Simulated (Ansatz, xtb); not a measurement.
## CH4FNO+: which of two isomers lies lower

Structure a: the doublet with the links of `[NH3+][C](O)F`. Structure b: the doublet with the links of `[NH3+][C@H]([O])F`. Both are isolated ions in the gas phase, relaxed with PBE0-D3(BJ)/def2-SVP; the shapes shown needn't be the lowest conformers.

a (Å):

```yaml
atoms:
  - { symbol: C, position_ang: [-1.5073, 1.9700, -2.4814] }
  - { symbol: F, position_ang: [-1.5703, 1.3138, -3.6162] }
  - { symbol: N, position_ang: [-0.3782, 2.9258, -2.5347] }
  - { symbol: O, position_ang: [-1.4231, 1.2850, -1.3659] }
  - { symbol: H, position_ang: [0.5399, 2.4438, -2.5706] }
  - { symbol: H, position_ang: [-0.4564, 3.5296, -3.3662] }
  - { symbol: H, position_ang: [-0.3859, 3.5246, -1.6955] }
  - { symbol: H, position_ang: [-2.1463, 0.6428, -1.2659] }
```

b (Å):

```json
{"atom": "C", "x (Å)": "-1.5824", "y (Å)": "1.8658", "z (Å)": "-2.4292"}
{"atom": "F", "x (Å)": "-2.4344", "y (Å)": "2.7007", "z (Å)": "-1.8458"}
{"atom": "N", "x (Å)": "-0.2183", "y (Å)": "2.5489", "z (Å)": "-2.2670"}
{"atom": "O", "x (Å)": "-1.8070", "y (Å)": "1.5642", "z (Å)": "-3.6797"}
{"atom": "H", "x (Å)": "0.5335", "y (Å)": "1.9853", "z (Å)": "-2.6908"}
{"atom": "H", "x (Å)": "-0.2342", "y (Å)": "3.4675", "z (Å)": "-2.7388"}
{"atom": "H", "x (Å)": "0.0046", "y (Å)": "2.7170", "z (Å)": "-1.2744"}
{"atom": "H", "x (Å)": "-1.5413", "y (Å)": "0.8819", "z (Å)": "-1.8941"}
```

Quicker runs give these differences E(b) − E(a): GFN2-xTB +1.081 eV; HF/STO-3G +0.466 eV (at GFN2-xTB geometries); r2SCAN-D4/def2-SVP +0.827 eV (at GFN2-xTB geometries).

Problem. Estimate E(b) − E(a) at the level CCSD(T)/def2-SVP + ΔMP2/def2-TZVPP.

Solution. Calculated at CCSD(T)/def2-SVP + ΔMP2/def2-TZVPP: E(b) − E(a) = +0.688 eV, so structure a lies lower.

Level by level:

```tsv
level	geometry	E(b) − E(a) (eV)	departure from the last row (eV)	job, with rough time for the two
GFN2-xTB	GFN2-xTB	+1.081	+0.393	optimisation, 0.094 s
HF/STO-3G	GFN2-xTB	+0.466	−0.222	single point, 0.6 s
r2SCAN-D4/def2-SVP	GFN2-xTB	+0.827	+0.138	single point, 8.7 s
PBE0-D3(BJ)/def2-SVP	PBE0-D3(BJ)/def2-SVP	+0.713	+0.025	optimisation, 87 s
HF/def2-SVP	PBE0-D3(BJ)/def2-SVP	+0.333	−0.355	part of the CCSD(T) run
MP2/def2-SVP	PBE0-D3(BJ)/def2-SVP	+0.897	+0.208	part of the CCSD(T) run
CCSD(T)/def2-SVP	PBE0-D3(BJ)/def2-SVP	+0.666	−0.022	single point
CCSD(T)/def2-SVP + ΔMP2/def2-TZVPP	PBE0-D3(BJ)/def2-SVP	+0.688		single point, 68 s
```

As drawn, b has 1 C–H in place of 1 O–H.

The levels shown agree on the order. The largest departure from CCSD(T)/def2-SVP + ΔMP2/def2-TZVPP is that of GFN2-xTB, 0.393 eV. The last row adds to CCSD(T) the change of the MP2 difference between the two basis sets, here +0.022 eV.

With harmonic frequencies from PBE0-D3(BJ)/def2-SVP (ideal gas, rigid rotor, one conformer each, 298.15 K, 1 atm): on the last row, ΔE + ΔZPE = +0.673, ΔH = +0.664, ΔG = +0.679 eV.

Open shells are spin-unrestricted. The correlated steps freeze 4 core orbitals. Programs: Ansatz 0.2.0, xtb 6.7.1; the last row on 1 thread of Arm Neoverse V2 on a shared host.
